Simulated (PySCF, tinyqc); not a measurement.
Worked calculation: MP2 on RHF in the sto-3g basis, for HF, spin multiplicity 1. The lowest restricted solution is unstable here: a spin-polarised one lies 0.0006 hartree lower (PySCF). One step of it, computed by the program tinyqc.

Problem. Iteration 1: building the Fock matrix. J_ij = sum D_kl (ij|kl), K_ij = sum D_kl (ik|jl); F = H + J - 0.5 K; E = tr D H + tr D J / 2 - 0.25 tr D K + E_nn.

D at the start, order 1F 1s, 1F 2s, 1F 2px, 1F 2py, 1F 2pz, 2H 1s:
```
[[2.102119, -0.429843, 0.000000, 0.000000, 0.050908, -0.121600],
 [-0.429843, 1.828449, 0.000000, 0.000000, -0.190107, 0.372406],
 [0.000000, 0.000000, 2.000000, 0.000000, 0.000000, 0.000000],
 [0.000000, 0.000000, 0.000000, 2.000000, 0.000000, 0.000000],
 [0.050908, -0.190107, 0.000000, 0.000000, 1.880185, 0.193883],
 [-0.121600, 0.372406, 0.000000, 0.000000, 0.193883, 0.105537]]
```

core Hamiltonian H = T + V (hartree), order 1F 1s, 1F 2s, 1F 2px, 1F 2py, 1F 2pz, 2H 1s:
```
[[-40.456984, -9.492473, 0.000000, 0.000000, -0.008437, -0.955375],
 [-9.492473, -10.934925, 0.000000, 0.000000, -0.105020, -2.297088],
 [0.000000, 0.000000, -8.614140, 0.000000, 0.000000, 0.000000],
 [0.000000, 0.000000, 0.000000, -8.614140, 0.000000, 0.000000],
 [-0.008437, -0.105020, 0.000000, 0.000000, -8.668867, -1.648386],
 [-0.955375, -2.297088, 0.000000, 0.000000, -1.648386, -4.305357]]
```

Two-electron integrals (ij|kl) in chemists' order, unique and non-zero (hartree):
```
(11|11) 5.403501   (21|11) 0.841920   (21|21) 0.156299   (22|11) 1.268028
(22|21) 0.292344   (22|22) 0.926167   (31|31) 0.027998   (32|31) 0.043169
(32|32) 0.204588   (33|11) 1.264502   (33|21) 0.292403   (33|22) 0.925959
(33|33) 0.997514   (41|41) 0.027998   (42|41) 0.043169   (42|42) 0.204588
(43|43) 0.053770   (44|11) 1.264502   (44|21) 0.292403   (44|22) 0.925959
(44|33) 0.889973   (44|44) 0.997514   (51|51) 0.027998   (52|51) 0.043169
(52|52) 0.204588   (53|53) 0.053770   (54|54) 0.053770   (55|11) 1.264502
(55|21) 0.292403   (55|22) 0.925959   (55|33) 0.889973   (55|44) 0.889973
(55|55) 0.997514   (61|11) 0.084984   (61|21) 0.015656   (61|22) 0.029143
(61|33) 0.029099   (61|44) 0.029099   (61|51) 0.000622   (61|52) 0.001176
(61|55) 0.029236   (61|61) 0.001584   (62|11) 0.235390   (62|21) 0.055085
(62|22) 0.197187   (62|33) 0.194214   (62|44) 0.194214   (62|51) 0.003728
(62|52) 0.030286   (62|55) 0.202935   (62|61) 0.005605   (62|62) 0.053600
(63|31) 0.005519   (63|32) 0.033648   (63|53) 0.006218   (63|63) 0.007623
(64|41) 0.005519   (64|42) 0.033648   (64|54) 0.006218   (64|64) 0.007623
(65|11) 0.168604   (65|21) 0.039936   (65|22) 0.153107   (65|33) 0.146770
(65|44) 0.146770   (65|51) 0.007865   (65|52) 0.055686   (65|55) 0.165604
(65|61) 0.004215   (65|62) 0.051202   (65|65) 0.056246   (66|11) 0.426370
(66|21) 0.101374   (66|22) 0.419636   (66|33) 0.406767   (66|44) 0.406767
(66|51) 0.007752   (66|52) 0.090245   (66|55) 0.445004   (66|61) 0.010354
(66|62) 0.153214   (66|65) 0.170926   (66|66) 0.774606
```

nuclear repulsion = 3.88783257 hartree

Give: Coulomb J; exchange K; Fock matrix F; total energy of this density.

Solution.

Coulomb J (hartree), order 1F 1s, 1F 2s, 1F 2px, 1F 2py, 1F 2pz, 2H 1s:
```
[[20.654, 3.953, 0.000, 0.000, -0.007, 0.396],
 [3.953, 9.796, 0.000, 0.000, -0.020, 2.030],
 [0.000, 0.000, 9.786, 0.000, 0.000, 0.000],
 [0.000, 0.000, 0.000, 9.786, 0.000, 0.000],
 [-0.007, -0.020, 0.000, 0.000, 9.790, 1.555],
 [0.396, 2.030, 0.000, 0.000, 1.555, 4.266]]
```

exchange K (hartree), order 1F 1s, 1F 2s, 1F 2px, 1F 2py, 1F 2pz, 2H 1s:
```
[[11.077, 1.948, 0.000, 0.000, 0.004, 0.200],
 [1.948, 3.125, 0.000, 0.000, -0.079, 0.771],
 [0.000, 0.000, 2.626, 0.000, 0.000, 0.000],
 [0.000, 0.000, 0.000, 2.626, 0.000, 0.000],
 [0.004, -0.079, 0.000, 0.000, 2.596, 0.510],
 [0.200, 0.771, 0.000, 0.000, 0.510, 0.473]]
```

Fock matrix F (hartree), order 1F 1s, 1F 2s, 1F 2px, 1F 2py, 1F 2pz, 2H 1s:
```
[[-25.341, -6.514, 0.000, 0.000, -0.018, -0.659],
 [-6.514, -2.701, 0.000, 0.000, -0.085, -0.653],
 [0.000, 0.000, -0.142, 0.000, 0.000, 0.000],
 [0.000, 0.000, 0.000, -0.142, 0.000, 0.000],
 [-0.018, -0.085, 0.000, 0.000, -0.176, -0.348],
 [-0.659, -0.653, 0.000, 0.000, -0.348, -0.276]]
```

total energy of this density = -98.17991 hartree
